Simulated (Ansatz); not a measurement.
**AlS⁺, triplet: the ladder up to full CI**

Geometry: that of the AlS, doublet, kept fixed.

```tsv
atom	x (Å)	y (Å)	z (Å)
Al	0.0000	0.0000	0.0000
S	0.0000	0.0000	2.0316
```

Basis 6-31G; Ansatz 0.2.0. Correlated methods freeze the noble-gas cores, which leaves 8 electrons in 16 orbitals. R marks a restricted (for open shells ROHF) determinant, U an unrestricted one. Active spaces: valence = (8e, 8o) chosen from the atoms' valence shells.

Full CI is exact within this basis and frozen core; it isn't the basis-set limit. The frozen core follows each run's orbitals, which can shift R against U totals by a few meV.

For open shells CISD and CISDTQ are restricted-active-space CI with the open shells as a complete middle space.

* UHF ⟨S²⟩: 2.014
* T1 diagnostic (RCCSD): 0.0386
* largest doubles amplitude (RCCSD): 0.054
* T1 diagnostic (UCCSD): 0.0296

| level | E − E(full CI) (kJ/mol) | share of correlation (%) | wall time |
| --- | --- | --- | --- |
| RHF | 179.6 | 0.00 | – |
| UHF | 172.2 | 4.12 | – |
| RMP2 | 46.3 | 74.24 | – |
| UMP2 | 45.5 | 74.67 | – |
| CISD | 11.1 | 93.83 | 0.51 s |
| RCCSD | 8.3 | 95.37 | – |
| UCCSD | 7.7 | 95.71 | – |
| RCCSD(T) | 1.6 | 99.12 | 0.75 s |
| UCCSD(T) | 1.7 | 99.06 | 0.75 s |
| BCCD(T) | 2.0 | 98.86 | 0.69 s |
| RCCSDT | -0.2 | 100.11 | – |
| UCCSDT | -0.2 | 100.14 | – |
| CISDTQ | 0.3 | 99.86 | 1.5 s |
| RCCSDT(Q) | 0.0 | 100.00 | 2.9 s |
| UCCSDT(Q) | -0.3 | 100.16 | 2.6 s |
| RCCSDTQ | -0.1 | 100.04 | 16 s |
| UCCSDTQ | -0.1 | 100.06 | 17 s |
| CASSCF (valence space) | 62.1 | 65.41 | – |
| NEVPT2 (valence space) | 17.3 | 90.40 | 1.8 s |
| MRCISD (valence space) | 1.9 | 98.94 | – |
| MRCISD+Q (valence space) | 0.9 | 99.50 | 2.4 s |

The correlation energy at full CI, counted from RHF, is -1.862 eV. That run took 3.9 s on 1 thread of AMD EPYC 9B14, shared host over 827,904 determinants.

Times hold each run's SCF and search for its determinant on a shared host, so for small cases they say little of a method's own cost; they ran on 1 thread of AMD EPYC 9B14. Some runs computed forces too.

The full-CI state has the irrep B2 of C2v, in the program's axes (one component, if the state is degenerate).

Natural occupations of full CI about the gap: 1.988 1.961 1.940 0.999 0.993 0.044 0.027 0.026 0.007 0.007; effectively unpaired electrons, Σ n²(2−n)², 2.03.
